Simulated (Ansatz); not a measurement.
Basis-set extrapolation for H4NOSi (`N[SiH]O`) radical (PBE0-D4/def2-TZVP geometry, frozen core, the Gaussian-basis code of Ansatz). Multiplicity 2, UHF reference.

```tsv
	def2-TZVPP	def2-QZVPP
HF	-420.683917	-420.700334
MP2 correlation	-0.559645	-0.603651
CCSD(T) correlation	-0.602436	not run
```

Energies in hartree. Use E(X) = E(∞) + A·exp(−7.88·√X) for Hartree–Fock and E(X) = E(∞) + B·X^(−2.97) for correlation, with X = 3 and 4, and add CCSD(T) minus MP2 of the smaller set to the MP2 limit.

What is the CCSD(T) energy at the basis-set limit?

HF limit: -420.700334 + (-0.016417) × 0.13774 = -420.70260. MP2 limit: -0.603651 + (-0.044006) × 0.74074 = -0.63625. Higher-order term: -0.602436 − (-0.559645) = -0.04279. Total: -421.38164 hartree, 2.59 eV below CCSD(T)/def2-TZVPP.
